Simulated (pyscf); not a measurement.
Single points on ωB97X-D3(BJ)/def2-SVP structures (PySCF, gas phase).

Problem. Estimate the classical barrier height and the reaction energy of H₂B–F (SMILES BF) + HCl (SMILES Cl) → F–BH–Cl (SMILES FBCl) + H₂ (SMILES [H][H]) at ωB97X-D3(BJ)/def2-TZVP. The step runs on the singlet surface, breaks B–H, Cl–H and forms B–Cl, H–H; take the separated reactants as zero.

Solution. ΔE‡ = 70.1 kJ/mol, ΔE = -82.5 kJ/mol. ωB97M-D3(BJ)/def2-TZVP gives 69.4 kJ/mol and -80.6 kJ/mol. Zero-point energy shifts the barrier by +5.8 kJ/mol. It is a four-centre exchange, with an imaginary mode of 982i cm⁻¹. This is the saddle that the search found; another between the same sides may lie lower.
